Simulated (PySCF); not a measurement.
Orbital energies and ionisation energy

Compound: methacrylic acid, C4H6O2.
Z-matrix (Å and degrees, PBE0-D3(BJ)/def2-TZVP geometry), rows numbered from 1:
```
C 
C   1  1.3305
C   2  1.4920  1  124.30
C   2  1.4842  1  120.71  3   179.61
O   4  1.2049  2  123.57  1  -178.86
O   4  1.3445  2  114.33  1     1.06
H   1  1.0819  2  121.24  3  -179.83
H   1  1.0843  2  120.90  3     0.18
H   3  1.0923  2  110.76  1  -122.28
H   3  1.0898  2  110.76  1    -1.05
H   3  1.0925  2  110.69  1   120.04
H   6  0.9665  4  105.95  2  -179.81
```

Level: wB97X-D/aug-cc-pVTZ (PySCF). Frontier orbitals with their largest atomic shares (Löwdin; up to four atoms above 4 %):

```json
{"orbital": "HOMO−3", "ε (eV)": "-12.60", "main atoms": "C3 24 %, C1 24 %, C2 18 %, H7 10 %"}
{"orbital": "HOMO−2", "ε (eV)": "-11.32", "main atoms": "O6 40 %, O5 38 %, C4 15 %, H12 4 %"}
{"orbital": "HOMO−1", "ε (eV)": "-10.11", "main atoms": "O5 61 %, C4 14 %, O6 10 %, C2 6 %"}
{"orbital": "HOMO", "ε (eV)": "-9.82", "main atoms": "?"}
{"orbital": "LUMO", "ε (eV)": "0.38", "main atoms": "C1 28 %, C2 18 %, C4 18 %, O5 14 %"}
{"orbital": "LUMO+1", "ε (eV)": "0.82", "main atoms": "H12 28 %, H8 22 %, H7 21 %, H10 10 %"}
{"orbital": "LUMO+2", "ε (eV)": "0.98", "main atoms": "H12 45 %, H10 20 %, H8 15 %, C1 4 %"}
```

What vertical ionisation energy does ΔSCF give, and how far is −ε(HOMO) from it?

ΔSCF: 10.12 eV (976 kJ/mol; threshold wavelength 123 nm); ⟨S²⟩ of the doublet left behind is 0.754, against 0.75 for a pure doublet. −ε(HOMO) is 9.82 eV, 0.30 eV below it. For the exact functional −ε(HOMO) would equal the first vertical ionisation energy; wB97X-D (range-separated hybrid) comes within 0.30 eV of that here.

On which atoms does the HOMO lie?

C1 (terminal =CH2 carbon) 33 %, C2 (fully substituted alkene carbon) 30 %, C3 (allylic carbon) 10 %, C4 (carboxylic acid carbon) 5 %, so no atom holds as much as 40 %. The HOMO−1 lies 0.29 eV lower.

What kinetic energy would electrons from this vertical process carry with 118.2 nm light (10.49 eV)?

10.49 − 10.12 = 0.37 eV.

What total energies stand behind the ΔSCF value?

E(N) = -306.49949 Eh and E(N − 1) = -306.12768 Eh at the same geometry, 0.37181 Eh apart.

Isolated species at its PBE0-D3(BJ)/def2-TZVP geometry (one conformer only).

wB97X-D is run here without its empirical dispersion term; that term would change no orbital, density or response property at a fixed geometry.
